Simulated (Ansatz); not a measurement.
## Bulk modulus of elemental metals

Method: revPBE (Ansatz, a program for electronic structure, PAW). References are measured values corrected to a static lattice. The table is a random draw of 10 from 28 solids with such references.

Values in GPa.

```
solid                               reference  revPBE  error (%)
--------------------------  -----------------  ------  ---------
hcp Re                                    369     356       -3.5
body-centred tetragonal In              44.7¶    31.5        -30
bcc Fe                                    174     173       -0.6
fcc Sr                                   12.5    10.8      -13.6
fcc Pt                                    289     235      -18.7
bcc K                                    3.75    3.11      -17.1
hcp Mg                                  38.6¶    34.4      -10.9
hcp Cd                      53.8§ (50.7–53.8)       ?          ?
fcc Au                                    182     126        -31
hcp Ti                                    108     107       -0.9
```

### Question
Estimate the withheld revPBE value.

### Answer
The errors of the other rows run from -31 % to -0.6 %, with a median of -13.6 %; carried to the reference 53.8 it gives 46.5 GPa. The run gives 31.6 GPa (-41 %), -32 % from the estimate, outside the range of the other rows; the row was drawn at random, and such an estimate is rough. Over these 10 solids the mean error is -16.7 %, the mean absolute error 16.7 % (median 15.3 %), and the worst case hcp Cd at -41 %; the value is too low in 10 of 10 cases. Over all 28, from unrounded values, the mean error is -13.4 % and the mean absolute error 14.4 % (median 10.9 %). Caveats on values not shown: the cell is over a tenth larger than the published one: the level's own overestimate first of all, though another phase or state, or a fault of the published cell, is possible (2).

All these references are brought to a static lattice.

Spin–orbit coupling is left out, also for the solids with elements from indium on (hcp Re, body-centred tetragonal In, fcc Pt, fcc Au); its size isn't shown.

§ marks references from which a value of another source on file, of any temperature and not printed here, differs by over 15 %.

¶ marks references of a special kind: body-centred tetragonal In, 44.7 GPa (measured, copied from a table, unchecked, extrapolated to 0 K and zero-point effects removed; as tabulated in Lejaeghere et al. (2013), arXiv:1204.2733); hcp Mg, 38.6 GPa (measured, copied from a table, unchecked, extrapolated to 0 K and zero-point effects removed; as tabulated in Lejaeghere et al. (2013), arXiv:1204.2733).

In Ansatz's fits of the non-cubic solids, shape and atoms are relaxed at each volume.

Brackets give the range of the sources taken for a reference, where it is wide; it can hold other temperatures.

Differences are worked out from the printed values.

Each level is taken at its own relaxed cell. Caveats: the cell is over a tenth larger than the published one: the level's own overestimate first of all, though another phase or state, or a fault of the published cell, is possible (hcp Cd). Ansatz's density-functional and Hartree–Fock values are scalar-relativistic unless marked +SOC, with PAW data made under PBE.

Ansatz's runs of these crystals have no spin polarisation, but for bcc Fe.

Density-functional runs with spin start from parallel moments for bcc Fe.

Not in this set, of the elemental metals with a reference value in our tables and a result at some level: 7 for no value at revPBE (not run, a failed fit, an unstable or unbound cell, or a value held back for tests); 6 for sources at odds; 3 for a reference at room or unstated temperature. These can be a level's best or worst cases. Solids without a released value at any level aren't counted. Layered and molecular crystals are counted apart. The metals Ce to Yb are counted apart.

References as tabulated in Levämäki et al. (2014), arXiv:1402.3671; doi:10.1021/acs.jctc.3c00612; Lejaeghere et al. (2013), arXiv:1204.2733; Mejia-Rodriguez and Trickey (2018), arXiv:1807.09216.
